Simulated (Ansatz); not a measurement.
**H$_{3}$S⁺, triplet: reading a ladder of total energies**

Geometry: a point of a stretch scan, not a stationary point.

```xyz
4

S     0.0000   -0.1317    0.0000
H     0.0000    4.4503    0.0000
H     0.0000   -0.1298    1.5201
H     0.0000   -0.1298   -1.5201
```

Basis 6-31G; Ansatz 0.2.0. Correlated methods freeze the noble-gas cores, which leaves 8 electrons in 14 orbitals. R marks a restricted (for open shells ROHF) determinant, U an unrestricted one.

Full CI is exact within this basis and frozen core; it isn't the basis-set limit. The frozen core follows each run's orbitals, which can shift R against U totals by a few meV.

UCCSD has a T1 diagnostic of 0.011 and a largest doubles amplitude of 0.13.

Runs differ by some tens of microhartree through their thresholds and, for an open shell, their frozen cores, so the step to full CI, which has another core, is uncertain by up to 0.1 kcal/mol.

```csv
level,total energy (hartree)
UHF,-398.674703
UMP2,-398.719512
UCCSD,-398.735091
UCCSD(T),-398.735712
UCCSDT,-398.735940
UCCSDT(Q),-398.735933
UCCSDTQ,-398.735933
full CI,-398.735930
```

What is the correlation energy at full CI, and what share of it do UMP2 and UCCSD(T) recover?

E(corr) = -398.735930 − (-398.674703) = -0.061227 hartree = -1.666 eV. UMP2: -0.044809 / -0.061227 = 73.19 %. UCCSD(T): -0.061009 / -0.061227 = 99.64 %.

By how many kcal/mol does UCCSD(T) miss full CI (1 hartree = 627.509 kcal/mol), and which steps make up the rest?

-398.735712 − (-398.735930) = 0.000218 hartree = 0.14 kcal/mol. Steps: UCCSDT − UCCSD(T) = -0.14, UCCSDT(Q) − UCCSDT = 0.00, UCCSDTQ − UCCSDT(Q) = 0.00, full CI − UCCSDTQ = 0.00 kcal/mol. That is within 1 kcal/mol of the reference in this basis, which itself misses far more of the correlation at the basis-set limit.
